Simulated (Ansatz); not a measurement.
# C₅H₇F: small, medium and large basis sets

An exercise on one series of results from a longer session: the logs are not shown, and one member is left open.

Method: one geometry, several basis sets; program: Ansatz 0.2.0, Gaussian basis.

The runs, in order: PBE0-D4/def2-SVP; ωB97M-V/def2-SVP; PBE0-D4/def2-QZVPP; ωB97M-V/def2-QZVPP; the functionals' def2-TZVPP values are taken from earlier runs.

### The geometry

An earlier PBE0-D4 in a triple-zeta def2 set relaxation fixed the geometry.

SMILES `FC1C=CCC1`, 13 atoms, charge 0, spin multiplicity 1.

Atoms are counted from 1 here; the program's logs count them from 0.

Bond lengths: F1–C2 1.402 Å, C2–C3 1.495 Å, C2–C6 1.526 Å, C2–H7 1.093 Å, C3–C4 1.328 Å, C3–H8 1.083 Å, C4–C5 1.497 Å, C4–H9 1.084 Å, C5–C6 1.535 Å, C5–H10 1.096 Å, C5–H11 1.094 Å, C6–H12 1.092 Å, C6–H13 1.091 Å. Angles: F1–C2–C3 109.3°, F1–C2–C6 110.7°, F1–C2–H7 105.4°, C3–C2–C6 104.0°, C3–C2–H7 114.3°, C6–C2–H7 113.2°, C2–C3–C4 111.2°, C2–C3–H8 122.7°, C4–C3–H8 126.0°, C3–C4–C5 112.6°, C3–C4–H9 124.7°, C5–C4–H9 122.6°, C4–C5–C6 103.1°, C4–C5–H10 110.4°, C4–C5–H11 112.3°, C6–C5–H10 112.7°, C6–C5–H11 112.2°, H10–C5–H11 106.3° and more.

The first run:

Contents of in.yaml:

```yaml
crystal:
  periodic: [false, false, false]
  atoms:
    - {symbol: F, position_ang: [-0.345815, 2.079118, 0.706289]}
    - {symbol: C, position_ang: [-0.429951, 0.694675, 0.908446]}
    - {symbol: C, position_ang: [-1.344733, 0.100964, -0.113950]}
    - {symbol: C, position_ang: [-0.664319, -0.569871, -1.036674]}
    - {symbol: C, position_ang: [0.809330, -0.577426, -0.772879]}
    - {symbol: C, position_ang: [0.914573, 0.026021, 0.634892]}
    - {symbol: H, position_ang: [-0.768785, 0.572966, 1.940940]}
    - {symbol: H, position_ang: [-2.414021, 0.270869, -0.109962]}
    - {symbol: H, position_ang: [-1.105132, -1.044829, -1.906181]}
    - {symbol: H, position_ang: [1.334953, 0.017943, -1.527909]}
    - {symbol: H, position_ang: [1.234557, -1.583662, -0.824129]}
    - {symbol: H, position_ang: [1.073436, -0.766984, 1.368951]}
    - {symbol: H, position_ang: [1.726209, 0.745718, 0.747064]}
basis:
  gaussian: {orbitals: def2-SVP}
hamiltonian: {xc: pbe0, dispersion: d4}
output: {orbitals: {seedname: orbitals}}
```

Run with:

```sh
$ ansatz run in.yaml --threads 4 --pin off --events-out ev --progress --plain --max-ram 10444MiB
```

Among the steps run: PBE0-D4 in def2-SVP; ωB97M-V in def2-SVP; PBE0-D4 in def2-QZVPP; ωB97M-V in def2-QZVPP.

One table of the session follows, with a row left open; its other results are not shown here.

It belongs to the step «Density functionals: the series». 

| functional | basis | HOMO (eV) | LUMO (eV) |
| --- | --- | --- | --- |
| PBE0-D4 | def2-SVP | -7.55 | 0.16 |
| PBE0-D4 | def2-TZVPP | ? | ? |
| PBE0-D4 | def2-QZVPP | -7.61 | -0.09 |
| ωB97M-V | def2-SVP | -9.79 | 2.38 |
| ωB97M-V | def2-TZVPP | -9.83 | 2.10 |
| ωB97M-V | def2-QZVPP | -9.85 | 1.90 |

**Question.** Estimate the row for PBE0-D4, def2-TZVPP.

**Answer.** HOMO (eV): -7.59; LUMO (eV): -0.02. In the column «HOMO (eV)» it lies between PBE0-D4, def2-QZVPP (-7.61) and PBE0-D4, def2-SVP (-7.55).
